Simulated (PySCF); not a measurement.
3-methylcyclopentene, C6H10.
Numbering: `[CH3:1][C@H:2]1[CH:3]=[CH:4][CH2:5][CH2:6]1` (hydrogens: H7, H8, H9 on C1; H10 on C2; H11 on C3; H12 on C4; H13, H14 on C5; H15, H16 on C6)

Theory: core-valence-separated Tamm–Dancoff BHandHLYP/aug-pcX-1 (pcseg-1 on H) in PySCF, non-relativistic, gas phase, PBE0-D3(BJ)/def2-SVP geometry.

Computed carbon K-edge spectrum, Gaussian lines of 0.5 eV full width, highest printed point 100; it ends one width below the last computed root. No empirical shift is added; at this level the pattern usually sits a few eV under experiment.

```
photon energy (eV)  absorption
             282.1           1
             282.2           4
             282.3          12
             282.4          28
             282.5          51
             282.6          76
             282.7          91
             282.8          87
             282.9          67
             283.0          41
             283.1          20
             283.2           8
             283.3           3
             283.4           1
             283.5           0
             283.6           0
             283.7           0
             283.8           0
             283.9           0
             284.0           0
             284.1           0
             284.2           0
             284.3           0
             284.4           0
             284.5           0
             284.6           0
             284.7           0
             284.8           1
             284.9           2
             285.0           4
             285.1           9
             285.2          16
             285.3          27
             285.4          41
             285.5          57
             285.6          73
             285.7          86
             285.8          95
             285.9         100
             286.0          97
             286.1          85
             286.2          66
             286.3          46
             286.4          32
```

Q: Where are the maxima, and which lines make them up?

A: 2 maxima:
- 282.7 eV: C4 (alkene CH carbon), 282.75 eV, f = 0.068, 1s→π*, 56 % of the height at the exact maximum; C3 (alkene CH carbon), 282.71 eV, f = 0.053, 1s→π*, 44 % of the height at the exact maximum
- 285.9 eV: C1 (methyl carbon), 285.96 eV, f = 0.028, 20 % of the height at the exact maximum; C6 (ring CH2 carbon), 285.93 eV, f = 0.025, 18 % of the height at the exact maximum; C1 (methyl carbon), 286.04 eV, f = 0.028, 18 % of the height at the exact maximum; C5 (allylic carbon), 286.11 eV, f = 0.025, 13 % of the height at the exact maximum

Further lines of some strength in the range: C1, 285.28 eV, f = 0.009; C6, 285.50 eV, f = 0.015; C5, 285.55 eV, f = 0.014; C3 + C4, 285.66 eV, f = 0.010; C2 + C4, 285.69 eV, f = 0.020.

Roots within 0.03 eV on the same or equivalent atoms count as one line; shares under 12 % aren't listed.

Vibrational structure and lifetime widths aren't in the curve. The ionisation threshold wasn't computed; near and above it a finite basis only mimics Rydberg series and continuum.

One conformer stands for the species.
